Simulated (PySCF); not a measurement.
Species: P₄.
Numbering: `[p:1]12[p:2]3[p:3]1[p:4]23`

Computed, not measured: PBE0-D3(BJ)/def2-SVP geometry optimisation, gas phase in PySCF.

(1) What internal coordinates does the optimisation give?

## Answers

(1) 
| bond | length (Å) | order |
| --- | --- | --- |
| P1–P2 and 5 like bonds | 2.200 | aromatic |

Bonds in one row agree within 0.01 Å and their mean is given. Orders are formal, as drawn. A selection of angles:
| angle | degrees |
| --- | --- |
| P2–P1–P3 | 60.0 |

All internal angles of the 3-membered ring P1–P2–P3 are 60.0°. P1 (ring phosphorus) is pyramidal (angles 60.0°, 60.0° and 60.0°, sum 180.0°, 1.80 Å off the plane of its three neighbours). All internal angles of the 3-membered ring P1–P2–P4 are 60.0°. All 6 P–P bonds measure 2.200 to 2.201 Å. All internal angles of the 3-membered ring P1–P3–P4 are 60.0°. All internal angles of the 3-membered ring P2–P3–P4 are 60.0°.

Point group: Td (every atom within 0.08 Å of its image). PBE0-D3(BJ)/def2-SVP frequencies: not computed here.
